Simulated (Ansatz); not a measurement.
Gallium, alpha-Ga (Cmce): convergence with Fermi-Dirac smearing

Computed with Ansatz, LDA, scalar-relativistic PAW, on the relaxed cell (a = 4.436 Å, b = 7.484 Å, c = 4.425 Å; spin not included). Errors count from a run at 420 eV on a Γ-centred 11×11×10 mesh with Fermi-Dirac smearing of 0.1 eV, extrapolated to zero width. Fixed here: cutoff 420 eV, mesh 8×8×7. The SCF starts from atomic densities corrected by a trained network.

```
width (eV)  E(σ→0) error (meV/atom)  F error (meV/atom)  P (GPa)  SCF iterations
      0.01                      2.4                 2.3    -0.04               7
      0.03                      2.3                 1.9    -0.04               7
       0.1                      2.3                -1.5     0.00               7
       0.2                      3.1               -13.1     0.15               7
       0.3                      6.5               -34.9     0.47               7
       0.6                     24.8              -176.3     2.15               7
       1.0                     46.1              -549.3     5.34               8
```
